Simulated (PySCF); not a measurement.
**Towards the basis-set limit for F₂⁻**

State: doublet, unpaired electrons σ ↑. De refers to F + F⁻. ROHF-based CCSD(T) in PySCF 2.14 with F aug-cc-pVDZ and F aug-cc-pVTZ (frozen core orbitals: 2; no relativity). Correlation energies are extrapolated as n⁻³ (n = 2, 3), Hartree–Fock as (n+1)·exp(−9√n). CV is the change on freezing 0 orbitals instead, in F cc-pwCVTZ. SR is the spin-free X2C energy in F cc-pVTZ-DK less the non-relativistic one in F cc-pVTZ.

```
            Level  Re (Å)  ωe (cm⁻¹)  ωexe (cm⁻¹)  αe (cm⁻¹)  De (eV)
       CCSD(T)/DZ  1.9399      452.9         5.93    0.00760    1.192
       CCSD(T)/TZ  1.9267      446.6         5.99    0.00802    1.208
           HF/CBS  1.8686      515.5         6.10    0.00757   -0.224
          MP2/CBS  1.9474      416.6         6.46    0.00870    1.467
         CCSD/CBS  1.9101      461.3         5.95    0.00793    1.080
      CCSD(T)/CBS  1.9227      447.0         5.98    0.00807    1.230
   CCSD(T)/CBS+CV  1.9220      447.2         5.99    0.00808    1.229
CCSD(T)/CBS+CV+SR  1.9216      447.1         5.99    0.00808    1.230
```

Question: How much is left between CCSD(T)/TZ and the basis-set limit, and how much do the triples give at the limit?

Answer: CCSD(T)/CBS less CCSD(T)/TZ: -4.0 mÅ in Re, +0.4 cm⁻¹ in ωe and +0.022 eV in De. CCSD(T)/CBS less CCSD/CBS: +12.6 mÅ in Re, -14.3 cm⁻¹ in ωe and +0.150 eV in De.

Question: What do the later terms add?

Answer: CV: -0.7 mÅ in Re, +0.2 cm⁻¹ in ωe and -0.001 eV in De; SR: -0.4 mÅ in Re, -0.1 cm⁻¹ in ωe and +0.001 eV in De, each against the row above.

The T1 diagnostic is 0.024. The state was picked by a PBE0 search and need not be the measured ground state. Spin–orbit coupling, excitations beyond (T) and corrections to the Born–Oppenheimer picture are left out.

The whole job (state search and all basis sets along the bond) took about 13 min on 4 threads of Arm Neoverse V1 (shared host), peak memory 3.7 GiB.
